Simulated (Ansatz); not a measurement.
# One shape, several levels: [SiH3]+ (SMILES [SiH3+])

Aim: a comparison of 4 runs (HF/STO-3G, HF/3-21G, HF/cc-pVDZ, B3LYP/6-31G*) of [SiH3]+. 

Program for the calculation: Ansatz 0.2.0.

7 further runs of the same task are left out: 7 set aside as unsound or not needed.

## Step 1: The system as given

[SiH3]+ has 4 atoms, charge +1, and is taken as a singlet. As SMILES, `[SiH3+]`. The shape is that of a PBE0-D4/def2-TZVP optimisation.

Bond lengths: Si1–H2 1.472 Å, Si1–H3 1.472 Å, Si1–H4 1.472 Å. Angles: H2–Si1–H3 120.0°, H2–Si1–H4 120.0°, H3–Si1–H4 120.0°.

## Step 2: Energy and forces at HF/STO-3G (run 1)

run.yaml

```yaml
crystal:
  periodic: [false, false, false]
  atoms:
    - symbol: Si
      position_ang: [-0.000000, -0.000000, 0.000000]
    - symbol: H
      position_ang: [0.686900, 0.675400, 1.113000]
    - symbol: H
      position_ang: [-0.118400, -1.467200, -0.009900]
    - symbol: H
      position_ang: [-0.568500, 0.791700, -1.103100]
basis:
  gaussian:
    orbitals: STO-3G
total_charge: 1
hamiltonian:
  xc: hf
accuracy: high
output: {forces: true, orbitals: {seedname: orbitals}}
```

Launch:

```bash
$ ansatz run run.yaml --threads 1 --pin off --max-ram 2610MiB --events-out events.jsonl --progress --plain --runs-dir runs
```

The program printed:

```text
Warning: RAYON_NUM_THREADS=1 ignored (pool sized by the plan → 1); use --threads N
Functional definition: HF
  name "HF"
  exchange = exact_x
  correlation = 0
183 factors; integrals over basis functions are off by at most 1.1e-8 eV
mean field evaluation 1: about -7811.7444 eV, gradient 7.2e0 eV
mean field evaluation 2: about -7811.7314 eV, gradient 7.1e0 eV
mean field evaluation 4: about -7811.9817 eV, gradient 2.5e-1 eV
mean field evaluation 8: about -7811.9818 eV, gradient 9.3e-6 eV
mean field -7811.98179157 eV, -287.0850356889 hartree, gradient 1.4e-8 eV, S^2 0.000000; 0 other end points of the search recorded, 0 dependent functions left out
the calculation of the forces begins
reference -7811.98179157 eV, -287.0850356889 hartree; 8, 8 occupied and 4, 4 virtual orbitals, 183 factors
Total energy: -7811.98179157 eV, -287.0850356889 hartree
Atom 0 at    -0.000000    -0.000000     0.000000 Å, force    -0.000168    -0.000477    -0.000230 eV/Å
Atom 1 at     0.686900     0.675400     1.113000 Å, force    -0.458533    -0.450608    -0.743008 eV/Å
Atom 2 at    -0.118400    -1.467200    -0.009900 Å, force     0.079029     0.979571     0.006571 eV/Å
Atom 3 at    -0.568500     0.791700    -1.103100 Å, force     0.379671    -0.528486     0.736666 eV/Å
Dipole moment:    -0.000001     0.000025    -0.000006 e Å
```

It took 0.1 s on 1 thread of Arm Neoverse V2, shared host.

## Step 3: Energy and gradient at HF/3-21G (run 2)

in.yaml

```yaml
crystal:
  periodic: [false, false, false]
  atoms:
    - symbol: Si
      position_ang: [-0.000000, -0.000000, 0.000000]
    - symbol: H
      position_ang: [0.686900, 0.675400, 1.113000]
    - symbol: H
      position_ang: [-0.118400, -1.467200, -0.009900]
    - symbol: H
      position_ang: [-0.568500, 0.791700, -1.103100]
basis:
  gaussian:
    orbitals: 3-21G.json
hamiltonian:
  xc: hf
total_charge: 1
accuracy: high
output: {forces: true, orbitals: {seedname: orbitals}}
```

The basis set 3-21G is read from a file made from the Basis Set Exchange's data (not shown).

Launch:

```bash
$ ansatz run in.yaml --threads 1 --pin off --max-ram 2610MiB --events-out events.jsonl --progress --plain --runs-dir runs
```

The program printed (excerpt; [...] marks lines left out):

```text
Warning: RAYON_NUM_THREADS=1 ignored (pool sized by the plan → 1); use --threads N
[... 2 set-up lines as earlier in the session ...]
[...]
377 factors; integrals over basis functions are off by at most 3.5e-9 eV
[...]
mean field -7858.60124744 eV, -288.7982690923 hartree, gradient 1.1e-8 eV, S^2 0.000000; 0 other end points of the search recorded, 0 dependent functions left out
[...]
reference -7858.60124744 eV, -288.7982690923 hartree; 8, 8 occupied and 11, 11 virtual orbitals, 377 factors
Total energy: -7858.60124744 eV, -288.7982690923 hartree
Atom 0 at    -0.000000    -0.000000     0.000000 Å, force    -0.000130    -0.000312    -0.000186 eV/Å
Atom 1 at     0.686900     0.675400     1.113000 Å, force    -0.085652    -0.084000    -0.138814 eV/Å
Atom 2 at    -0.118400    -1.467200    -0.009900 Å, force     0.014749     0.183023     0.001198 eV/Å
Atom 3 at    -0.568500     0.791700    -1.103100 Å, force     0.071034    -0.098712     0.137802 eV/Å
Dipole moment:     0.000000     0.000028    -0.000003 e Å
```

Run time: 0.12 s. Hardware: 1 thread of Arm Neoverse V2, shared host.

Run 3 isn't shown in full; the table further down has it.

## Step 4: Energy and forces at B3LYP/6-31G(d) (Cartesian functions) (run 4)

job.yaml

```yaml
crystal:
  periodic: [false, false, false]
  atoms:
    - {symbol: Si, position_ang: [-0.000000, -0.000000, 0.000000]}
    - {symbol: H, position_ang: [0.686900, 0.675400, 1.113000]}
    - {symbol: H, position_ang: [-0.118400, -1.467200, -0.009900]}
    - {symbol: H, position_ang: [-0.568500, 0.791700, -1.103100]}
basis:
  gaussian: {orbitals: "6-31G*"}
total_charge: 1
hamiltonian: {xc: {name: B3LYP}}
accuracy: high
output: {forces: true, orbitals: {seedname: orbitals}}
```

Launch:

```bash
$ ansatz run job.yaml --threads 1 --pin off --max-ram 2610MiB --events-out events.jsonl --progress --plain --runs-dir runs
```

The program printed (excerpt; [...] marks lines left out):

```text
Warning: RAYON_NUM_THREADS=1 ignored (pool sized by the plan → 1); use --threads N
Functional definition: B3LYP
  name "B3LYP"
[...]
476 factors; integrals over basis functions are off by at most 5.7e-9 eV
[...]
mean field -7916.69421005 eV, -290.9331460913 hartree, gradient 2.5e-8 eV, S^2 0.000000; 0 other end points of the search recorded, 0 dependent functions left out
[...]
reference -7916.69424007 eV, -290.9331471947 hartree; 8, 8 occupied and 17, 17 virtual orbitals, 476 factors
Total energy: -7916.69424007 eV, -290.9331471947 hartree
Atom 0 at    -0.000000    -0.000000     0.000000 Å, force    -0.000131    -0.000313    -0.000188 eV/Å
Atom 1 at     0.686900     0.675400     1.113000 Å, force     0.004251     0.004386     0.006860 eV/Å
Atom 2 at    -0.118400    -1.467200    -0.009900 Å, force    -0.000743    -0.008978    -0.000092 eV/Å
Atom 3 at    -0.568500     0.791700    -1.103100 Å, force    -0.003377     0.004905    -0.006580 eV/Å
Dipole moment:     0.000000     0.000024    -0.000003 e Å
```

Wall time 0.98 s (1 thread of Arm Neoverse V2, shared host).

## Step 5: The series

| run | level | Cartesian functions | energy (Eh) | HOMO energy (eV) | LUMO energy (eV) | HOMO–LUMO gap (eV) | wall time |
| --- | --- | --- | --- | --- | --- | --- | --- |
| 1 | HF/STO-3G | no | -287.085036 | -20.34 | -3.79 | 16.54 | 0.1 s |
| 2 | HF/3-21G | no | -288.798269 | -21.03 | -6.93 | 14.11 | 0.12 s |
| 3 | HF/cc-pVDZ | no | -290.346727 | -21.05 | -6.68 | 14.37 | 0.42 s |
| 4 | B3LYP/6-31G* (Cartesian functions) | yes | -290.933147 | -17.55 | -10.52 | 7.03 | 0.98 s |

## Step 6: Results

| quantity | value |
| --- | --- |
| run 4: total energy | -290.93315 Eh |
| run 4: HOMO energy | -17.55 eV |
| run 4: LUMO energy | -10.52 eV |
| run 4: HOMO–LUMO gap | 7.03 eV |
| run 4: largest force on an atom | 0.009 eV/Å |

What this shows: The HOMO–LUMO gap runs from 7.03 eV (B3LYP/6-31G*) to 16.54 eV (HF/STO-3G). The two ends differ in method and basis. In run 1 the basis is minimal, so the values are rough. All runs together took 1.6 s, the longest 0.98 s.
